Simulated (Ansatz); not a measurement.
**BNH2+ (doublet): from Hartree-Fock to the top rungs, def2-QZVPP**

An exercise on one series of results from a longer session: the logs are not shown, and one member is left open.

The runs use Ansatz 0.2.0, Gaussian basis; def2-QZVPP, core rule «outside noble gas», up to 2 orbitals frozen.

The runs, in order: UHF; ROHF; CCSD(T) on UHF.

2 further runs of the same task are left out: 2 set aside as unsound or not needed.

**The geometry**

The geometry is a PBE0/def2-TZVP stationary point (not a proven minimum) of the parent state, kept for this charge and spin.

4 atoms, charge 1, spin multiplicity 2.

Atoms are counted from 1 here; the program's logs count them from 0.

Bond lengths: B1–N2 1.367 Å, N2–H3 1.012 Å, N2–H4 1.012 Å. Angles: B1–N2–H3 123.8°, B1–N2–H4 123.8°, H3–N2–H4 112.4°.

Set-up of the first run:

in.yaml

```yaml
crystal:
  periodic: [false, false, false]
  atoms:
    - {symbol: B, position_ang: [0.000000, 0.000000, 0.858848]}
    - {symbol: N, position_ang: [0.000000, 0.000000, -0.508608]}
    - {symbol: H, position_ang: [0.000000, -0.840950, -1.072031]}
    - {symbol: H, position_ang: [0.000000, 0.840950, -1.072031]}
basis:
  gaussian: {orbitals: "def2-QZVPP.json"}
total_charge: 1
magnetization: {spin_polarized: true, initial_magnetization: 1}
hamiltonian: {xc: hf}
output: {orbitals: {seedname: orbitals}}
```

On the command line:

```
$ ansatz run in.yaml --threads 1 --pin off --events-out ev --progress --plain --max-ram 2393MiB
```

Steps of the session up to this table: UHF; ROHF; CCSD(T) on UHF.

One of the session's tables, all rows but one given; the rest of the session is left out.

It belongs to the step «Misses and costs». 

```
  method  from UCCSD(T) (kcal/mol)
    ROHF                   +184.45
     UHF                   +183.34
    UMP2                    +14.52
   UCCSD                         ?
UCCSD(T)                         0
```

**Question.** Estimate the row for UCCSD.

As computed: from UCCSD(T) (kcal/mol): +7.45. In the column «from UCCSD(T) (kcal/mol)» it lies between UCCSD(T) (0) and UMP2 (+14.52).
